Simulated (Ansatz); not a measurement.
Reaction (substitution at a C–C bond): `C=CC(=C)CC` + H–F → `C=CC(=C)F` + `CC`

Calculated with Ansatz (gas phase, PBE0-D4/def2-TZVP geometries, no zero-point term in ΔE). CBS: MP2 limit from def2 TZ/QZ plus the TZ coupled-cluster correction, frozen cores. This one scheme is used for every species. One conformer a species, not always the lowest.

```tsv
species	CCSD(T)/CBS(def2) energy (Eh)
`C=CC(=C)CC`	-234.30336
H–F	-100.39570
`C=CC(=C)F`	-254.96356
`CC`	-79.71954
```

Problem. Work out ΔE.

Solution. ΔE = (-254.96356) + (-79.71954) − (-234.30336) − (-100.39570) = 0.01596 Eh = +41.9 kJ/mol.

Largest T1 diagnostic among the species: 0.012.

At CCSD(T), def2-SVP lies −20.8 kJ/mol from the extrapolated value and def2-TZVPP −5.0 kJ/mol. Leaving LDA and LC-ωPBE aside and taking each functional with its dispersion term where it has one, the values, not all of them listed here, spread over 19.4 kJ/mol, from B97M-V to PBE-QIDH. LDA lies +10.7 kJ/mol from PBE without D4. In def2-TZVPP, CCSD(T) changes the Hartree–Fock value by +30.5 kJ/mol (the triples alone add +3.4 kJ/mol) and MP2 by +43.5 kJ/mol.
